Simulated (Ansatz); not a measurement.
What each rung costs, and what it gives

The pair of H₂O (SMILES O, atoms 1–3) and CH₆Si (SMILES C[SiH3], atoms 4–11), both closed shells, in one local arrangement (a lower one may exist), relaxed at PBE0-D4/def2-TZVP:

O1  (-0.186, -0.096, -2.411)
H2  (0.647, -0.568, -2.335)
H3  (-0.859, -0.756, -2.224)
C4  (-0.075, 1.163, 0.852)
Si5  (0.159, -0.687, 0.889)
H6  (0.793, 1.673, 1.278)
H7  (-0.956, 1.455, 1.428)
H8  (-0.205, 1.494, -0.180)
H9  (1.361, -1.098, 0.109)
H10  (-1.019, -1.395, 0.312)
H11  (0.340, -1.184, 2.281)
(Å)

Interaction energies are counterpoise-corrected; the time is that of the whole pair.

Ansatz 0.2.0; basis: as named in each row; cores frozen in the correlated methods. B3LYP uses VWN-RPA correlation. Extrapolation: Hartree–Fock as exp(−7.88 √X), correlation as X^−2.97.

Times are rough, for one single point on 4 threads of a shared host (Intel Xeon 6975P-C).

The estimate by CCSD(T) at an estimated basis limit (MP2 extrapolated from triple and quadruple zeta, plus CCSD(T) − MP2 in triple zeta) is -0.090 eV.

```
   method        basis  time (s)  interaction energy (eV)  method less estimate
       HF       STO-3G   under 1                    0.036                 0.126
   PBE-D4       STO-3G   under 1                   -0.035                 0.055
    SPW92     def2-SVP   under 1                   -0.162                -0.072
 B3LYP-D4        6-31G   under 1                   -0.082                 0.008
   PBE-D4     def2-SVP   under 1                   -0.102                -0.012
  PBE0-D4     def2-SVP   under 1                   -0.095                -0.005
  CCSD(T)     def2-SVP         1                   -0.032                 0.058
   PBE-D4  def2-TZVPPD         1                   -0.100                -0.010
revPBE-D4  def2-TZVPPD         1                   -0.072                 0.018
  BLYP-D4  def2-TZVPPD         1                   -0.073                 0.017
  wB97M-V     def2-SVP         1                   -0.089                 0.001
  PBE0-D4  def2-TZVPPD         1                   -0.095                -0.005
r2SCAN-D4  def2-TZVPPD         2                   -0.103                -0.013
 B3LYP-D4  def2-TZVPPD         2                   -0.083                 0.007
 HSE06-D4  def2-TZVPPD         2                   -0.094                -0.004
   B2PLYP  def2-TZVPPD         3                   -0.047                 0.043
   B97M-V  def2-TZVPPD         3                   -0.109                -0.019
  wB97M-V  def2-TZVPPD         4                   -0.098                -0.008
  wB97X-V  def2-TZVPPD         4                   -0.095                -0.005
      MP2  def2-QZVPPD        11                   -0.079                 0.011
  CCSD(T)  def2-TZVPPD        33                   -0.077                 0.013
```

T1 diagnostic: at most 0.011.
